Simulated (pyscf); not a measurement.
Thermochemistry of product channels of F–SiH₃ + H₂O on the singlet surface, in kJ/mol, from ωB97M-D3(BJ)/def2-TZVP energies (ideal gas, 1 atm, RRHO with modes under 100 cm⁻¹ raised to 100, one conformer, R ln 2 for rigid chiral ones). PySCF, gas phase, ωB97X-D3(BJ)/def2-SVP geometries.

| products | ΔE | ΔH(298 K) | ΔG(600 K) | ΔG(1200 K) |
|---|---|---|---|---|
| HO–SiH₃ + HF | … | +41.6 | +38.7 | +32.0 |
| HO–SiH₂–F + H₂ | -95.9 | -106.9 | -99.7 | -99.8 |

### Question
What belongs in the gaps?

### Answer

- HO–SiH₃ + HF, ΔE: +43.9

These are energies of the channels, which say nothing of barriers.
